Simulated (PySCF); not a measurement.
# J couplings in C4H8O2

Bonds (- single, = double, # triple, : aromatic): C1-C2 1.525 Å, C2-C3 1.533 Å, C2-C4 1.513 Å, C4=O5 1.201 Å, C4-O6 1.341 Å. C1 carries H7, H8, H9; C2 carries H10; C3 carries H11, H12, H13; O6 carries H14.

Couplings: B3LYP/pcJ-1 (without the spin–dipole term) in PySCF, geometry GFN2-xTB; gas phase, one conformer, non-relativistic. Couplings are averaged over pairs made equivalent by symmetry, fast rotation or ring inversion, so a value needn't be that of the named pair in this geometry, while other rotamers aren't included; one pair stands for each set, and the list holds those of at least 1.5 Hz over up to four bonds, among pairs with at least one C or H atom (others weren't computed).

Isotopes: 13C, 1H, 17O. Couplings to quadrupolar nuclei such as 17O and 33S are rarely resolved in practice.

```json
{"pair": "C1, C2", "bonds": "1", "J (Hz)": "33.7"}
{"pair": "C1, H7", "bonds": "1", "J (Hz)": "134.4"}
{"pair": "C2, C4", "bonds": "1", "J (Hz)": "58.4"}
{"pair": "C2, H10", "bonds": "1", "J (Hz)": "139.5"}
{"pair": "C4, O5", "bonds": "1", "J (Hz)": "?"}
{"pair": "C4, O6", "bonds": "1", "J (Hz)": "35.1"}
{"pair": "O6, H14", "bonds": "1", "J (Hz)": "?"}
{"pair": "C1, H10", "bonds": "2", "J (Hz)": "?"}
{"pair": "C2, O6", "bonds": "2", "J (Hz)": "-20.0"}
{"pair": "C2, H7", "bonds": "2", "J (Hz)": "-3.6"}
{"pair": "C4, H10", "bonds": "2", "J (Hz)": "-6.5"}
{"pair": "C4, H14", "bonds": "2", "J (Hz)": "-5.6"}
{"pair": "H7, H8", "bonds": "2", "J (Hz)": "?"}
{"pair": "C1, H11", "bonds": "3", "J (Hz)": "?"}
{"pair": "C2, H14", "bonds": "3", "J (Hz)": "7.7"}
{"pair": "C4, H7", "bonds": "3", "J (Hz)": "?"}
{"pair": "O5, H14", "bonds": "3", "J (Hz)": "1.6"}
{"pair": "O6, H10", "bonds": "3", "J (Hz)": "-1.7"}
{"pair": "H7, H10", "bonds": "3", "J (Hz)": "7.4"}
```

Estimate the withheld couplings, with signs.

Answers


- 1J(C4,O5) = 30.3 Hz (bond length 1.201 Å)
- 1J(O6,H14) = -76.6 Hz (bond length 0.971 Å)
- 2J(C1,H10) = -2.9 Hz (mean over equivalent pairs that range from -4.2 to -1.7 Hz in this conformer)
- 2J(H7,H8) = -13.5 Hz
- 3J(C1,H11) = 5.7 Hz (mean over equivalent pairs that range from 2.6 to 11.3 Hz in this conformer)
- 3J(C4,H7) = 5.3 Hz (mean over equivalent pairs that range from 1.7 to 12.1 Hz in this conformer)
